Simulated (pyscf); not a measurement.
HO–Ge:–OH [singlet] → water (H₂O) + O=Ge: [singlet], an elimination (singlet surface; Ge–O, H–O broken, H–O formed). PySCF, gas phase, ωB97X-D3(BJ)/def2-SVP geometries. Correlated levels are frozen-core, on RHF or UHF. ΔMP2 is the change of the MP2 total energy from the triple- to the quadruple-zeta basis. Energies in eV from the reactant's lowest minimum found.

GFN2-xTB: tblite. 

Question: In single points GFN2-xTB puts the saddle at 1.74 eV and the reaction energy at +1.66 eV. Should these be trusted to within a few kcal/mol? Compare with CCSD(T)/def2-TZVPP + ΔMP2(QZVPP).

Answer: CCSD(T)/def2-TZVPP + ΔMP2(QZVPP) gives ΔE‡ = 1.56 eV and ΔE = +1.45 eV. GFN2-xTB lies 0.18 eV over it in the barrier and 0.22 eV over it in the reaction energy, so on this step it does not hold to within 0.13 eV. CCSD(T)/def2-TZVPP + ΔMP2(QZVPP) has limits of its own. On the product side the descent ends in a bound adduct, 0.42 eV under the separated species and 0.30 eV under the saddle at ωB97X-D3(BJ)/def2-TZVP. This is the saddle that the search found; another between the same sides may lie lower. The CCSD(T) − MP2 part came from Ansatz, without density fitting, on the same reference. The frozen core leaves the outer d or s,p core shells of the metals and heavy elements correlated in the MP2 and CC values, and def2-TZVPP describes them poorly, which can shift differences by a few kcal/mol. In the def2 sets elements up to Kr have no core potential.
